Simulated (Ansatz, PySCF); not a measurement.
Molecule: hydrogen chloride, HCl (charge 0, singlet). SMILES: Cl
Coordinates optimised at B3LYP-D3(BJ)/def2-TZVP (Ansatz, a first-principles code):
```xyz
2

Cl     0.0000     0.0000    -0.0712
H      0.0000     0.0000     1.2108
```
Charge 0, spin multiplicity 1.

BP86/def2-SVP beside other levels, property by property. Set-up: LANL2DZ with its own core potentials from Na on; non-relativistic; frozen cores in correlated levels; 6-311+G** with 5d, 6d on Na to Ar in Ansatz; six Cartesian d functions in 6-31G* and its kin unless marked 5d; open shells spin-unrestricted; spin-orbit terms left out; atomisation electronic, to ground-state atoms. CBS marks a two-point X^-3 extrapolation of the correlation energy; Hartree-Fock from the larger set (for Q and 5 zeta extrapolated as (X+1)exp(-9√X)). Ab initio and DFT rows: single points at B3LYP-D3(BJ) geometries (Ansatz), with unscaled harmonic terms from B3LYP/6-31G* at its own minima, enthalpies of formation by atomisation with measured atoms. Sets without +, aug- or the D of def2-TZVPD hold no diffuse functions, which anions need.

Measured values: Active Thermochemical Tables 1.112 (ions: stationary electron), as tabulated in the package chemicals; NIST CCCBDB, as tabulated in the package chemicals; they hold spin-orbit and core effects, anharmonicity. Coupled cluster (Ansatz) is a level with limits of its own, used here on species with T1 under 0.025 (0.045 for open shells) and stable references: (a) CCSD(T)/CBS(aug-cc-pV(T+d)Z,aug-cc-pV(Q+d)Z); (b) CCSD(T)/CBS(cc-pV(Q+d)Z,cc-pV(5+d)Z).

```
property                                                                  BP86/def2-SVP (PySCF)  B3LYP/LANL2DZ (Ansatz)  B3LYP/6-311+G** (Ansatz)  M06-2X/6-31G* (5d) (PySCF)            to compare with
------------------------------------------------------------------------  ---------------------  ----------------------  ------------------------  --------------------------  -------------------------
deprotonation enthalpy (Cl-H bond) at 298 K, to [Cl-] + H+ (kcal/mol)                     359.1                   335.7                     329.4                       334.4  332.9 coupled cluster (a)
size of the dipole moment (D)                                                              1.32                    1.80                      1.41                        1.51              1.08 measured
atomisation energy (kcal/mol)                                                             106.2                    90.4                     103.4                       100.2  107.4 coupled cluster (b)
enthalpy of formation at 298 K (kcal/mol)                                                 -21.8                    -6.0                     -19.0                       -15.8             -22.0 measured
Cl-H bond dissociation enthalpy at 298 K, to Cl atom + H atom (kcal/mol)                  102.9                    87.0                     100.1                        96.9             103.1 measured
```

As the rows show:
- deprotonation enthalpy (Cl-H bond) at 298 K, to [Cl-] + H+: BP86/def2-SVP lies 26.2 kcal/mol above coupled cluster.
- size of the dipole moment: BP86/def2-SVP lies 0.24 D above the measured value.
- atomisation energy: BP86/def2-SVP lies 1.2 kcal/mol below coupled cluster.
- enthalpy of formation at 298 K: BP86/def2-SVP lies 0.2 kcal/mol above the measured value.
- Cl-H bond dissociation enthalpy at 298 K, to Cl atom + H atom: BP86/def2-SVP lies 0.2 kcal/mol below the measured value.

The properties are those with a value to compare with, at most eight drawn at random. No case is left out for the size of its miss. Left out are saddle points of the reference geometry, anions that the best level run finds unbound, excited spin states, species near biochemistry, cases with under five habitual levels, runs that failed or whose electronic state is in doubt, and table entries that another table contradicts.
